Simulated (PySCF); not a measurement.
NMR data simulated for an unnamed compound:

1H NMR (300 MHz, computed): δ 4.91 (dq, J = 52.1, 7.7 Hz, 2H).

13C{1H} NMR (computed): δ 131.4 (C, qd, J = 350.1, 21.7 Hz), 83.9 (CH2, dq, J = 246.9, 38.5 Hz).

Theoretical values (PySCF): geometry: GFN2-xTB, J: B3LYP/pcJ-1, GIAO PBE0/pcSseg-1 shieldings. Fast rotation and ring inversion assumed for equivalent nuclei, a single conformation, in vacuum, non-relativistic.

Chemical shifts δ = σref − σ; 1H, 13C against TMS, all at this level.

Which of these does the molecule contain: a CF3 group, a tert-butyl group, an amide, a Si–CH3 group?

Answers


- A CF3 group: yes (δC 131.4).
- A tert-butyl group: no.
- An amide: no.
- A Si–CH3 group: no.

The data belong to norflurane (FCC(F)(F)F, C₂H₂F₄); they needn't prove each group on their own.

Carbon signals by region: 1 in the sp2 and nitrile region (100–160 ppm), 1 at 50–100 ppm.

Common functionals overestimate the size of one-bond C–F couplings by tens of Hz; these are unscaled. Splittings below 1 Hz are ignored in the labels, and close J values are merged. Shifts are as computed. Against solution values, carbons near 30 ppm lie about +3 ppm off and those near 130 ppm about +5 ppm. Of 1211 compounds with measured shifts, 218 miss one by over three times the rms of a fit or turn the order of signals round; such compounds aren't used in these exercises.
